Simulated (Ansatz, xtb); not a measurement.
Two isomers of C3H6Cl2

We compare X, `ClCCCCl`, a singlet, with Y, `CC(C)(Cl)Cl`, a singlet. Both are isolated molecules in the gas phase, relaxed with PBE-D3(BJ)/def2-SVP, each in the lowest conformer that the search found.

Energies in hartree; the thermal terms are from PBE-D3(BJ)/def2-SVP harmonic frequencies (ideal gas, rigid rotor, one conformer each, 298.15 K, 1 atm) and include the zero-point energy:

```
                               X            Y
E, CCSD(T)/def2-SVP  −1036.501289  −1036.506115
    E, MP2/def2-SVP  −1036.419285  −1036.425737
  E, MP2/def2-TZVPP  −1037.070835  −1037.075483
  zero-point energy      0.084251      0.082353
       H(298 K) − E      0.091214      0.089606
       G(298 K) − E      0.053843      0.052866
```

Task: Correct the CCSD(T) difference for the basis set by the MP2 change, then work out ΔE, ΔE₀, ΔH and ΔG for X → Y in kcal/mol (1 Eh = 627.51 kcal/mol) and the equilibrium ratio [Y]/[X].

Result: 1. Differences Y − X: CCSD(T) −0.004826, MP2 in the small set −0.006452, MP2 in the large set −0.004648 Eh.
2. ΔE = −0.004826 + (−0.004648 − (−0.006452)) = −0.003022 Eh = −1.90 kcal/mol.
3. ΔE₀ = ΔE + ΔZPE = −0.003022 + (−0.001898) Eh = −3.09 kcal/mol.
4. ΔH = ΔE + (−0.001608) Eh = −2.91 kcal/mol.
5. ΔG = ΔE + (−0.000977) Eh = −2.51 kcal/mol, so ΔS = (ΔH − ΔG)/T = −5.6 J/(mol K).
6. kT = 0.9442 mEh, so K = [Y]/[X] = exp(−ΔG/kT) = exp(+4.24) ≈ 69.

Structure Y is favoured at this temperature. An error of 1 kcal/mol in ΔG would change K by a factor of 5.4. HF/STO-3G, HF/def2-SVP gave ΔE the other sign. Mirror images and further conformers aren't counted.

As drawn, both hold the same kinds of bond in the same numbers. Structure X has 0 methyl groups, Y 2.

Tabulated enthalpies of formation at 298 K (CRC Handbook of Chemistry and Physics) are −159.2 kJ/mol for X and −173.2 kJ/mol for Y, so the tabulated ΔH is −3.35 kcal/mol and the calculation departs from it by +0.44 kcal/mol.

Other levels gave ΔE = −6.3 (GFN2-xTB); +1.6 (HF/STO-3G, GFN2-xTB geometries); −3.0 (r2SCAN-D4/def2-SVP, GFN2-xTB geometries); −2.3 (PBE-D3(BJ)/def2-SVP); +1.4 (HF/def2-SVP); −4.0 (MP2/def2-SVP); −3.0 (CCSD(T)/def2-SVP) kcal/mol. The correlated steps freeze 13 core orbitals. Programs: Ansatz 0.2.0, xtb 6.7.1.
